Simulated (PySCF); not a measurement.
# Solver options tried on OF⁻

Do solver options change the result for OF⁻, or only the number of cycles?

Method: each script names its method and basis; program: PySCF 2.14.0.

9 further runs of the same task are left out: 9 that didn't finish.

## 1. Starting geometry

OF⁻: 2 atoms, charge -1, spin multiplicity 1.

Bond lengths: O1–F2 1.512 Å.

## 2. The base run

Input file input.py:

```python
from pyscf import gto, scf, mcscf

mol = gto.M(
    atom='O 0 0 0; F 0 0 1.512',
    basis='jorge-dzp',
    charge=-1,
    spin=0,
    symmetry=True,
    verbose=4,
)
mf = scf.RHF(mol)
mf.kernel()
mc = mcscf.CASCI(mf, 5, 6)
mc.kernel()
mc.analyze()
mf.dip_moment()
print('orbital energies (hartree):', mf.mo_energy[..., max(0, mol.nelec[1]-3):mol.nelec[0]+3].round(4))
```

Launch:

```bash
$ python input.py
```

The log of this run is left out.

In short: E(SCF) = -174.187655 Eh, 9 cycles, E(CAS) − E(SCF) = -0.03487 Eh.

The bond length is a typed value, not an optimised one. The dipole of an ion depends on the origin.

## 3. Damping 0.2

Variant 1 changes damping: none → 0.2.

Input file input.py:

```python
from pyscf import gto, scf, mcscf

mol = gto.M(
    atom='O 0 0 0; F 0 0 1.512',
    basis='jorge-dzp',
    charge=-1,
    spin=0,
    symmetry=True,
    verbose=4,
)
mf = scf.RHF(mol)
mf.damp = 0.2
mf.diis_start_cycle = 8
mf.kernel()
mc = mcscf.CASCI(mf, 5, 6)
mc.kernel()
mc.analyze()
mf.dip_moment()
print('orbital energies (hartree):', mf.mo_energy[..., max(0, mol.nelec[1]-3):mol.nelec[0]+3].round(4))
```

Launch:

```bash
$ python input.py
```

## 4. Second-order solver on

Variant 2 changes second-order solver: off → on.

input.py: that of step 2 with these lines changed.

```diff
@@ -11,2 +11,3 @@
 mf = scf.RHF(mol)
+mf = mf.newton()
 mf.kernel()
```

## 5. Smearing width 0.001 hartree

Variant 3 changes smearing width: none → 0.001 hartree; step after the SCF: casci → none.

input.py: that of step 2 with these lines changed.

```diff
@@ -1,2 +1,2 @@
-from pyscf import gto, scf, mcscf
+from pyscf import gto, scf
 
@@ -11,6 +11,4 @@
 mf = scf.RHF(mol)
+mf = scf.addons.smearing_(mf, sigma=0.001, method='fermi')
 mf.kernel()
-mc = mcscf.CASCI(mf, 5, 6)
-mc.kernel()
-mc.analyze()
 mf.dip_moment()
```

## 6. DIIS space off

Variant 4 changes DIIS space: default → off.

input.py: that of step 2 with these lines changed.

```diff
@@ -11,2 +11,3 @@
 mf = scf.RHF(mol)
+mf.diis = False
 mf.kernel()
```

## 7. Smearing width 0.005 hartree

Variant 5 changes smearing width: none → 0.005 hartree; step after the SCF: casci → none.

input.py: that of step 2 with these lines changed.

```diff
@@ -1,2 +1,2 @@
-from pyscf import gto, scf, mcscf
+from pyscf import gto, scf
 
@@ -11,6 +11,4 @@
 mf = scf.RHF(mol)
+mf = scf.addons.smearing_(mf, sigma=0.005, method='fermi')
 mf.kernel()
-mc = mcscf.CASCI(mf, 5, 6)
-mc.kernel()
-mc.analyze()
 mf.dip_moment()
```

## 8. Initial guess atom

Variant 6 changes initial guess: minao → atom.

input.py: that of step 2 with these lines changed.

```diff
@@ -11,2 +11,3 @@
 mf = scf.RHF(mol)
+mf.init_guess = 'atom'
 mf.kernel()
```

**Question.** What will these runs give? Wanted: for each run, E(SCF); from base; gap; after the SCF.

**Answer**, as computed:

| run | E(SCF) (hartree) | from base (eV) | cycles | gap (eV) | after the SCF |
| --- | --- | --- | --- | --- | --- |
| base | -174.187655 | 0 | 9 | 17.83 | CASCI correlation -0.949 eV |
| damping 0.2 | -174.187655 | 0.0000 | 12 | 17.83 | CASCI correlation -0.949 eV |
| second-order solver on | -174.187655 | 0.0000 | 3 macro | 17.83 | CASCI correlation -0.949 eV |
| smearing width 0.001 hartree | -174.187655 | 0.0000 | 9 | n/a | n/a |
| DIIS space off | -174.187655 | 0.0000 | 31 | 17.83 | CASCI correlation -0.949 eV |
| smearing width 0.005 hartree | -174.187655 | 0.0000 | 9 | n/a | n/a |
| initial guess atom | -174.187655 | 0.0000 | 9 | 17.83 | CASCI correlation -0.949 eV |

Distance from each run's final energy (log10 hartree) by cycle:

| run | cycle 1 | cycle 2 | cycle 3 | cycle 5 | cycle 8 | cycle 12 |
| --- | --- | --- | --- | --- | --- | --- |
| base | -1.6 | -2.3 | -3.4 | -5.0 | -10.1 | done |
| damping 0.2 | -1.6 | -2.7 | -3.3 | -4.3 | -5.8 | < -11 |
| second-order solver on | -5.6 | < -11 | < -11 | done | done | done |
| smearing width 0.001 hartree | -1.6 | -2.3 | -3.4 | -5.0 | -10.1 | done |
| DIIS space off | -1.6 | -2.3 | -3.0 | -4.2 | -5.3 | -6.2 |
| smearing width 0.005 hartree | -1.6 | -2.3 | -3.4 | -5.0 | -10.1 | done |
| initial guess atom | -1.4 | -2.1 | -3.2 | -4.6 | -10.1 | done |

**Reading.** The SCF energy stays the same, to the digits that matter, with damping 0.2 or second-order solver on or smearing width 0.001 hartree or DIIS space off or smearing width 0.005 hartree or initial guess atom. The base needs 9 cycles and the run with DIIS space off needs 31.
